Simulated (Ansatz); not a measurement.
## What a trial cell of CuRh2 relaxes into

Method: Ansatz, DFT PBE, scalar-relativistic, plane waves, PAW. Cutoff 420 eV, Γ-centred k mesh, Gaussian smearing, no spin polarisation in the final step.

The start puts CuRh2 on the fluorite structure type (Fm-3m, No. 225), with Cu in place of Ca, Rh in place of F, at a guessed volume.

```xyz
3
Lattice="0.0000 2.6598 2.6598 2.6598 0.0000 2.6598 2.6598 2.6598 0.0000" Properties=species:S:1:pos:R:3 pbc="T T T"
Cu    0.0000    0.0000    0.0000
Rh    1.3299    1.3299    1.3299
Rh    3.9897    3.9897    3.9897
```

Cell and atoms relax at zero pressure; the relaxation can't lower the symmetry of the start. After a coarse first stage the cell is made exact in the group found at 0.06 Å.

Formation energies are uncorrected and refer to the elements' standard structures at the same level.

**Question.** What does it relax into?

**Answer.** It keeps Fm-3m (No. 225). The result has the fluorite structure. Conventional cell: a = 5.692 Å. Cu has 8 Rh at 2.46 Å; Rh is coordinated by 4 Cu at 2.46 Å and 6 Rh at 2.85 Å.

```cif
data_structure
_symmetry_space_group_name_H-M 'Fm-3m'
_symmetry_Int_Tables_number 225
_cell_length_a 5.6919
_cell_length_b 5.6919
_cell_length_c 5.6919
_cell_angle_alpha 90.000
_cell_angle_beta 90.000
_cell_angle_gamma 90.000
_cell_volume 184.41
loop_
_atom_site_label
_atom_site_type_symbol
_atom_site_symmetry_multiplicity
_atom_site_Wyckoff_symbol
_atom_site_fract_x
_atom_site_fract_y
_atom_site_fract_z
_atom_site_occupancy
Cu1 Cu 4 a 0.00000 0.00000 0.00000 1
Rh1 Rh 8 c 0.25000 0.75000 0.75000 1
```

**Question.** What are its volume, energy, density and gap?

**Answer.** The volume per atom is 15.37 Å³, the density is 9.70 g/cm³ and the energy over the elements is 0.63 eV/atom. The gap on the 14×14×14 mesh is 0 eV (a metal).

The final run used a 14×14×14 mesh on its 3-atom cell and 0.10 eV smearing. For metals, differences of a few meV/atom aren't resolved. Symmetry constrained the relaxation, so the result can be a saddle point. The steps took roughly 16 core-seconds in all.

Cost: 3 runs of about 0.27 core-minutes in all, on Intel Xeon 6975P-C (Granite Rapids) (shared hosts).